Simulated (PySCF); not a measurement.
One of the candidates below gave these computed data.

All candidates are C3H8P2.

| technique | computed result |
| --- | --- |
| Polarisability | 85.5 au [B3LYP/def2-SVPD] |
| UV, first state | lowest singlet excitation: 6.08 eV (204 nm, f = 0.039) [TDDFT B3LYP/def2-SVPD] |
| Rotational structure | rotational constants A, B, C: 5.516, 2.110, 1.783 GHz [GFN2-xTB] |
| 13C NMR | chemical shifts (computed TMS as zero) by class: 9.9 (1 C), 5.3 (2 C) ppm [GIAO PBE0/pcSseg-1] |
| Triplet | lowest triplet excitation (Tamm–Dancoff): 5.27 eV [TDA B3LYP/def2-SVPD] |
| XPS | P2p3/2 136.0, P2p3/2 136.5, C1s 290.4 (×2), C1s 290.4, P1s 2149.6, P1s 2150.0 eV [ΔSCF SCAN, pcX-2 on the ionised atom, pcseg-1 elsewhere, spin-free X2C, 2p3/2 from a spin–orbit splitting computed afterwards within the 2p shell] |

Gas-phase values; electronic properties from PySCF, density fitting. Levels stand in brackets. Isolated species at its GFN2-xTB geometry (one conformer only). NMR values are class means; diastereotopic atoms form classes of their own.

Question: Which candidate is it?
A. `PCP1CC1`
B. `C/C=P\CP`
C. `C=CPCP`
D. `CC(C)=PP`
E. `C=PCCP`

Answer: A. It is `PCP1CC1`. Numbering: `[PH2:1][CH2:2][P:3]1[CH2:4][CH2:5]1`. 3 carbons fall into 2 classes; from least to most shielded: chain sp3 carbon bound to phosphorus [C2] (9.9 ppm), ring sp3 carbon bound to phosphorus [C4/C5] (5.3 ppm, 2 C). The core levels belong to: P2p3/2 136.0 eV, phosphine phosphorus [P3]; P2p3/2 136.5 eV, phosphine phosphorus [P1]; C1s 290.4 eV, sp3 carbon bound to phosphorus [C4/C5]; C1s 290.4 eV, sp3 carbon bound to phosphorus [C2]; P1s 2149.6 eV, phosphine phosphorus [P3]; P1s 2150.0 eV, phosphine phosphorus [P1]. One atom of each topological class was ionised and stands for its class. The optimised geometry has point group C1 and is an asymmetric top.

The others, at the same levels:
- `C=CPCP` fails: it has 3 carbon classes against 2; its computed 13C shifts are 143.9 (1 C), 133.9 (1 C), 9.8 (1 C) ppm, rotational constant A is 4.324 GHz (against 5.516 GHz) and smallest rotational constant is 1.474 GHz (against 1.783 GHz).
- `C/C=P\CP` fails: it has 3 carbon classes against 2; its computed 13C shifts are 198.3 (1 C), 23.9 (1 C), 12.1 (1 C) ppm, rotational constant A is 7.763 GHz (against 5.516 GHz) and smallest rotational constant is 1.203 GHz (against 1.783 GHz).
- `C=PCCP` fails: it has 3 carbon classes against 2; its computed 13C shifts are 185.3 (1 C), 42.3 (1 C), 21.7 (1 C) ppm, core binding energies are P2p3/2 136.2, P2p3/2 136.3, C1s 290.0, C1s 290.5, C1s 290.7, P1s 2149.7, P1s 2149.8 eV and rotational constant A is 6.035 GHz (against 5.516 GHz).
- `CC(C)=PP` fails: it has 3 carbon classes against 2; its computed 13C shifts are 227.8 (1 C), 34.7 (1 C), 31.1 (1 C) ppm, rotational constant A is 5.864 GHz (against 5.516 GHz) and smallest rotational constant is 1.488 GHz (against 1.783 GHz).

Each candidate is one conformer, not necessarily the lowest. Dipoles, sizes and rotational constants follow the conformer. The torsions of the flexible species, by atom-mapped SMILES:
- `[PH2:1][CH2:2][P:3]1[CH2:4][CH2:5]1`: P1–C2–P3–C4 7°, H–P1–C2–P3 -87°, H–P1–C2–P3 -179°
- `[CH2:1]=[CH:2][PH:3][CH2:4][PH2:5]`: C1–C2–P3–C4 122°, C2–P3–C4–P5 -54°, H–P5–C4–P3 -44°, H–P5–C4–P3 48°
- `[CH3:1]/[CH:2]=[P:3]\[CH2:4][PH2:5]`: C2–P3–C4–P5 180°, H–P5–C4–P3 46°, H–P5–C4–P3 -46°
- `[CH2:1]=[P:2][CH2:3][CH2:4][PH2:5]`: C1–P2–C3–C4 -76°, P2–C3–C4–P5 -63°, H–P5–C4–C3 -42°, H–P5–C4–C3 50°
- `[CH3:1][C:2]([CH3:3])=[P:4][PH2:5]`: H–P5–P4–C2 -93°, H–P5–P4–C2 175°
